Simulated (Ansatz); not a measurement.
**Scan of HBAl, doublet**

Starting geometry (PBE0/def2-TZVP stationary point for this spin, not checked as a minimum):

```xyz
3

B     0.0000   -0.0920    0.3143
Al    0.0000   -0.0334   -1.8050
H     0.0000    0.1253    1.4907
```

From there the angle named below is changed in its plane at fixed bond lengths, both arms turning rigidly about the middle atom; atoms are numbered as listed. Energies are in kcal/mol, counted from the starting geometry at the same level.

Basis 6-31G; Ansatz 0.2.0. Only valence electrons are correlated (noble-gas cores frozen). R marks a restricted (for open shells ROHF) determinant, U an unrestricted one.

Unrestricted rows (U) aren't spin-pure: their determinants' ⟨S²⟩ exceeds S(S+1) by up to 0.12, so they mix in states of higher spin. Coupled cluster chose its determinant by trial CCSD, here up to 0.72 eV above the lowest Hartree–Fock solution of its kind.

Full CI is exact within this basis and frozen core; it isn't the basis-set limit. The frozen core follows each run's orbitals, which can shift R against U totals by a few meV.

| angle Al2-B1-H3 (°) | full CI | unpaired electrons (full CI) | error RCCSD(T) | error UCCSD(T) | error RCCSDT | error UCCSDT | error RCCSDT(Q) | error RCCSDTQ |
| --- | --- | --- | --- | --- | --- | --- | --- | --- |
| 71.3 | 16.0 | 1.34 | 0.6 | 0.6 | 0.3 | 0.3 | 0.0 | 0.0 |
| 88.2 | 10.4 | 1.32 | 0.6 | 0.6 | 0.2 | 0.2 | 0.0 | 0.0 |
| 103.7 | 5.8 | 1.29 | 0.6 | 0.6 | 0.2 | 0.2 | 0.0 | 0.0 |
| 118.8 | 2.3 | 1.25 | 0.6 | 0.5 | 0.1 | 0.1 | 0.0 | 0.0 |
| 136.6 | 0.0 | 1.20 | 0.4 | 0.4 | 0.1 | 0.1 | 0.0 | 0.0 |
| 161.2 | -0.2 | 1.12 | 0.1 | 0.1 | 0.0 | 0.0 | 0.0 | 0.0 |
| 167.9 | 0.0 | 1.11 | 0.0 | 0.0 | 0.0 | 0.0 | 0.0 | 0.0 |
| 180.0 | 0.2 | 1.10 | -0.1 | -0.1 | 0.0 | 0.0 | 0.0 | 0.0 |

Unpaired electrons are Σ n²(2−n)² over natural occupations. Errors are those of relative energies. In total energy the starting point itself misses full CI by: RCCSD(T) 0.7, UCCSD(T) 0.7, RCCSDT 0.1, UCCSDT 0.1, RCCSDT(Q) 0.0, RCCSDTQ 0.0 kcal/mol.

Spread of the error over the points with a reference, to 180.0 ° (largest less smallest): RCCSDTQ 0.0, RCCSDT(Q) 0.0, RCCSDT 0.3, UCCSDT 0.3, UCCSD(T) 0.7, RCCSD(T) 0.7 kcal/mol.
